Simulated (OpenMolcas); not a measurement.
# [SiH3]+ (SMILES [SiH3+]): a chain of runs

We compute the energy (UHF/3-21G), then the energy (CASSCF(2,2)/3-21G), then a single-point energy (CASPT2(2,2)/3-21G), then a single-point energy (SC-NEVPT2(2,2)/3-21G), then a single-point energy (MRCI(2,2)/3-21G) of [SiH3]+. 

The calculation is run with OpenMolcas 26.06.

## Step 1: The structure to begin with

The species is [SiH3]+ (4 atoms), meant as a singlet with charge +1. As SMILES, `[SiH3+]`. The Si1–H4 distance was set to 2.576 Å, away from the relaxed value. At this shape a bond of the SMILES string is far longer than usual.

Bond lengths: Si1–H2 1.472 Å, Si1–H3 1.472 Å. Angles: H2–Si1–H3 120.0°.

## Step 2: The energy at UHF/3-21G (run 1)

Contents of step1.input:

```
* H3Si Hartree-Fock

&GATEWAY
  BASLIB
  $CurrDir
  COORD
  4
  bohr
  Si     0.80572064    -1.12205512     1.56339499
  H      2.10377351     0.15426590     3.66666017
  H      0.58197706    -3.89466129     1.54468670
  H     -1.07430930     1.49609617    -2.08455689
  BASIS
  3-21G
  GROUP
  NoSym

&SEWARD

&SCF
  UHF
  CHARGE
  1
  SCRAMBLE
  0.25
  PRORBITALS
  1 1
```

The basis set 3-21G is read from a file made from the Basis Set Exchange's data (not shown).

Launch:

```bash
$ export MOLCAS_MEM=1860
$ pymolcas step1.input > step1.log
```

Log:

```text
--- Start Module: gateway ---
[...]
--- Stop Module: gateway /rc=_RC_ALL_IS_WELL_ ---
--- Start Module: seward ---
[...]
      Basis functions           19
--- Stop Module: seward /rc=_RC_ALL_IS_WELL_ ---
--- Start Module: scf ---
[...]
       Convergence after  38 Iterations
[...]
::    Total SCF energy                               -288.7014315269
[...]
      Total spin, S                                     0.5006078267
[...]
      Total electronic charge=   16.000000
      Total            charge=    1.000000
[...]
      Dipole Moment (debye):
      Origin of the operator (angstrom)=    0.4125   -0.5745    0.8004
                   X= -1.0057E-01               Y=  1.4007E-01               Z= -1.9513E-01           Total=  2.6040E-01
      Center of Charge (angstrom)
[...]
--- Stop Module: scf /rc=_RC_ALL_IS_WELL_ ---
[...]
```

Wall time 2.2 s (1 thread of Arm Neoverse V1, shared host); peak memory 0.37 GiB.

## Step 3: A single-point energy at CASSCF(2,2)/3-21G (run 2)

Contents of step2.inp:

```
* H3Si CASSCF

&GATEWAY
 BasLib=$CurrDir
 Coord
 4
 bohr
 Si     0.80572064    -1.12205512     1.56339499
 H      2.10377351     0.15426590     3.66666017
 H      0.58197706    -3.89466129     1.54468670
 H     -1.07430930     1.49609617    -2.08455689
 Basis=3-21G
 Group=NoSym

&SEWARD

&RASSCF
 FileOrb=$CurrDir/step1.UnaOrb
 Spin=1
 Nactel=2 0 0
 Inactive=7
 Ras2=2
 OrbListing=Nothing
 OrbAppear=Compact
```

The basis set 3-21G is read from a file made from the Basis Set Exchange's data (not shown).

Launch:

```bash
$ export MOLCAS_MEM=1860
$ pymolcas step2.inp > step2.log
```

Log:

```text
--- Start Module: gateway ---
[...]
--- Stop Module: gateway /rc=_RC_ALL_IS_WELL_ ---
--- Start Module: seward ---
[...]
      Basis functions           19
--- Stop Module: seward /rc=_RC_ALL_IS_WELL_ ---
--- Start Module: rasscf ---
[...]
      Number of active orbitals                  2
[...]
      Spin quantum number                      0.0
[...]
      Active orbitals                            2
[...]
      Number of CSFs                             3
[...]
      Number of root(s) required                 1
[...]
      Convergence after  8 iterations
[...]
      printout of CI-coefficients larger than  0.05 for root  1
      energy=    -288.722839
      conf/sym  11     Coeff  Weight
             1  20  -0.92855 0.86221
             3  02   0.37121 0.13779
      Natural orbitals and occupation numbers for root  1
      sym 1:   1.724412   0.275588
      ************************************************************************************************************************
      *                                                    Final results                                                     *
[...]
::    RASSCF root number  1 Total energy:   -288.72283944
[...]
      Total electronic charge=   16.000000
      Total            charge=    1.000000
[...]
      Dipole Moment (debye):
      Origin of the operator (angstrom)=    0.4125   -0.5745    0.8004
                   X= -1.3893E-01               Y=  1.9350E-01               Z= -2.6957E-01           Total=  3.5974E-01
      Center of Charge (angstrom)
[...]
--- Stop Module: rasscf /rc=_RC_ALL_IS_WELL_ ---
[...]
```

Wall time 1.6 s (1 thread of Arm Neoverse V1, shared host); peak memory 0.37 GiB.

## Step 4: A single-point energy at CASPT2(2,2)/3-21G (run 3)

Contents of step3.input:

```
* H3Si CASPT2

&GATEWAY
  BasLib
  $CurrDir
  Coord
  4
  bohr
  Si     0.80572064    -1.12205512     1.56339499
  H      2.10377351     0.15426590     3.66666017
  H      0.58197706    -3.89466129     1.54468670
  H     -1.07430930     1.49609617    -2.08455689
  Basis
  3-21G
  Group
  NoSym

&SEWARD

&RASSCF
  FileOrb
  $CurrDir/step2.RasOrb
  Spin
  1
  Nactel
  2 0 0
  Inactive
  7
  Ras2
  2
  OrbListing
  Nothing
  OrbAppear
  Compact

&CASPT2
  Imaginary
  0.1
  Frozen
  5
```

The basis set 3-21G is read from a file made from the Basis Set Exchange's data (not shown).

Launch:

```bash
$ export MOLCAS_MEM=1860
$ pymolcas step3.input > step3.log
```

Log:

```text
--- Start Module: gateway ---
[...]
--- Stop Module: gateway /rc=_RC_ALL_IS_WELL_ ---
[...]
      Basis functions           19
[...]
--- Start Module: rasscf ---
[...]
      Number of active orbitals                  2
[...]
      Spin quantum number                      0.0
[...]
      Active orbitals                            2
[...]
      Number of CSFs                             3
[...]
      Number of root(s) required                 1
[...]
      Convergence after  4 iterations
[...]
      printout of CI-coefficients larger than  0.05 for root  1
      energy=    -288.722839
      conf/sym  11     Coeff  Weight
             1  20  -0.92855 0.86221
             3  02   0.37121 0.13779
      Natural orbitals and occupation numbers for root  1
      sym 1:   1.724412   0.275588
      ************************************************************************************************************************
      *                                                    Final results                                                     *
[...]
::    RASSCF root number  1 Total energy:   -288.72283944
[...]
      Total electronic charge=   16.000000
      Total            charge=    1.000000
[...]
      Dipole Moment (debye):
      Origin of the operator (angstrom)=    0.4125   -0.5745    0.8004
                   X= -1.3893E-01               Y=  1.9351E-01               Z= -2.6958E-01           Total=  3.5975E-01
      Center of Charge (angstrom)
[...]
--- Stop Module: rasscf /rc=_RC_ALL_IS_WELL_ ---
--- Start Module: caspt2 ---
[...]
 ###    WARNING: User changed nr of frozen orbitals.                         ###
 ###############################################################################
[...]
      E2 (Variational):          -0.0362832510
      Total energy:            -288.7591226940
[...]
      Reference weight:           0.98145
[...]
::    CASPT2 Root  1     Total energy:   -288.75912269
[...]
--- Stop Module: caspt2 /rc=_RC_ALL_IS_WELL_ ---
[...]
```

Run time: 1.7 s. Hardware: 1 thread of Arm Neoverse V1, shared host; peak memory 0.37 GiB.

## Step 5: The energy at SC-NEVPT2(2,2)/3-21G (run 4)

Contents of step4.input:

```
* H3Si NEVPT2
&gateway
baslib=$CurrDir
coord
4
bohr
Si     0.80572064    -1.12205512     1.56339499
H      2.10377351     0.15426590     3.66666017
H      0.58197706    -3.89466129     1.54468670
H     -1.07430930     1.49609617    -2.08455689
basis=3-21G
group=NoSym
&seward
&rasscf
fileorb=$CurrDir/step2.RasOrb
spin=1
nactel=2 0 0
inactive=7
ras2=2
orblisting=Nothing
orbappear=Compact
&caspt2
sc-nevpt2
frozen=5
```

The basis set 3-21G is read from a file made from the Basis Set Exchange's data (not shown).

Launch:

```bash
$ export MOLCAS_MEM=1860
$ pymolcas step4.input > step4.log
```

Log:

```text
--- Start Module: gateway ---
[...]
--- Stop Module: gateway /rc=_RC_ALL_IS_WELL_ ---
[...]
      Basis functions           19
[...]
--- Start Module: rasscf ---
[...]
      Number of active orbitals                  2
[...]
      Spin quantum number                      0.0
[...]
      Active orbitals                            2
[...]
      Number of CSFs                             3
[...]
      Number of root(s) required                 1
[...]
      Convergence after  4 iterations
[...]
      printout of CI-coefficients larger than  0.05 for root  1
      energy=    -288.722839
      conf/sym  11     Coeff  Weight
             1  20  -0.92855 0.86221
             3  02   0.37121 0.13779
      Natural orbitals and occupation numbers for root  1
      sym 1:   1.724412   0.275588
      ************************************************************************************************************************
      *                                                    Final results                                                     *
[...]
::    RASSCF root number  1 Total energy:   -288.72283944
[...]
      Total electronic charge=   16.000000
      Total            charge=    1.000000
[...]
      Dipole Moment (debye):
      Origin of the operator (angstrom)=    0.4125   -0.5745    0.8004
                   X= -1.3893E-01               Y=  1.9351E-01               Z= -2.6958E-01           Total=  3.5975E-01
      Center of Charge (angstrom)
[...]
--- Stop Module: rasscf /rc=_RC_ALL_IS_WELL_ ---
--- Start Module: caspt2 ---
[...]
 ###    WARNING: User changed nr of frozen orbitals.                         ###
 ###############################################################################
[...]
      E2 (Variational):          -0.0355919658
[...]
      E2 (Variational):          -0.0355835868
      Total energy:            -288.7584230298
[...]
      Reference weight:           0.98224
[...]
::    SC-NEVPT2 Root  1     Total energy:   -288.75842303
[...]
--- Stop Module: caspt2 /rc=_RC_ALL_IS_WELL_ ---
[...]
```

Wall time 1.7 s (1 thread of Arm Neoverse V1, shared host); peak memory 0.37 GiB.

## Step 6: A single-point energy at MRCI(2,2)/3-21G (run 5)

Contents of step5.input:

```
&gateway
  baslib
  $CurrDir
  coord
  4
  bohr
  Si     0.80572064    -1.12205512     1.56339499
  H      2.10377351     0.15426590     3.66666017
  H      0.58197706    -3.89466129     1.54468670
  H     -1.07430930     1.49609617    -2.08455689
  basis
  3-21G
  group
  NoSym

&seward

&rasscf
  fileorb
  $CurrDir/step2.RasOrb
  spin
  1
  nactel
  2 0 0
  inactive
  7
  ras2
  2
  orblisting
  Nothing
  orbappear
  Compact

&motra
  lumorb
  frozen
  5

&guga
  electrons
  6
  spin
  1
  inactive
  2
  active
  2
  ciall
  1

&mrci
  sdci
```

The basis set 3-21G is read from a file made from the Basis Set Exchange's data (not shown).

Launch:

```bash
$ export MOLCAS_MEM=1860
$ pymolcas step5.input > step5.log
```

Log:

```text
--- Start Module: gateway ---
[...]
--- Stop Module: gateway /rc=_RC_ALL_IS_WELL_ ---
[...]
      Basis functions           19
[...]
      Number of active orbitals                  2
[...]
      Spin quantum number                      0.0
[...]
      Active orbitals                            2
[...]
      Number of CSFs                             3
[...]
      Number of root(s) required                 1
[...]
      Convergence after  4 iterations
[...]
      printout of CI-coefficients larger than  0.05 for root  1
      energy=    -288.722839
      conf/sym  11     Coeff  Weight
             1  20  -0.92855 0.86221
             3  02   0.37121 0.13779
      Natural orbitals and occupation numbers for root  1
      sym 1:   1.724412   0.275588
      ************************************************************************************************************************
      *                                                    Final results                                                     *
[...]
::    RASSCF root number  1 Total energy:   -288.72283944
[...]
      Dipole Moment (debye):
      Origin of the operator (angstrom)=    0.4125   -0.5745    0.8004
                   X= -1.3893E-01               Y=  1.9351E-01               Z= -2.6958E-01           Total=  3.5975E-01
      Center of Charge (angstrom)
[...]
      *** WARNING: Default frozen orbitals is overwritten by user input.
      *** Default values:   2
[...]
--- Start Module: guga ---
[...]
--- Stop Module: guga /rc=_RC_ALL_IS_WELL_ ---
--- Start Module: mrci ---
[...]
       (But an ACPF correction will be computed)
       USE THE DEFAULT ACPF G-VALUE GFAC=  0.33333333333333331
[...]
                      CI ENERGY:  -288.77294811
[...]
                ACPF CORRECTION:    -0.00129456
[...]
      Total electronic charge=   16.000000
      Total            charge=    1.000000
[...]
     ACPF CORRECTION:     -0.00129456
[...]
  CI State   1     Total energy:   -288.77294811     QDav:     -0.00196726     QACPF:     -0.00129456
[...]
--- Stop Module: mrci /rc=_RC_ALL_IS_WELL_ ---
[...]
```

Wall time 1.7 s (1 thread of Arm Neoverse V1, shared host); peak memory 0.37 GiB.

## Step 7: Summary of results

| quantity | value |
| --- | --- |
| run 1, UHF/3-21G: total energy | -288.70143 Eh |
| run 1, UHF/3-21G: HOMO energy | -17.62 eV |
| run 1, UHF/3-21G: LUMO energy | -7.17 eV |
| run 1, UHF/3-21G: HOMO–LUMO gap | 10.45 eV |
| run 1, UHF/3-21G: ⟨S²⟩ | 0.751 |
| run 2, CASSCF(2,2)/3-21G: total energy | -288.72284 Eh |
| run 3, CASPT2(2,2)/3-21G: total energy | -288.75912 Eh |
| run 4, SC-NEVPT2(2,2)/3-21G: total energy | -288.75842 Eh |
| run 5, MRCI(2,2)/3-21G: total energy | -288.77295 Eh |

In words: ⟨S²⟩ (run 1, UHF/3-21G) is 0.75 where a pure singlet has 0.00: the reference is spin-contaminated. Mulliken charges (run 1, UHF/3-21G) run from -0.05 on H2 to +1.00 on Si1. Mulliken charges (run 4, SC-NEVPT2(2,2)/3-21G) of the CASSCF density run from -0.05 on H2 to +0.98 on Si1.
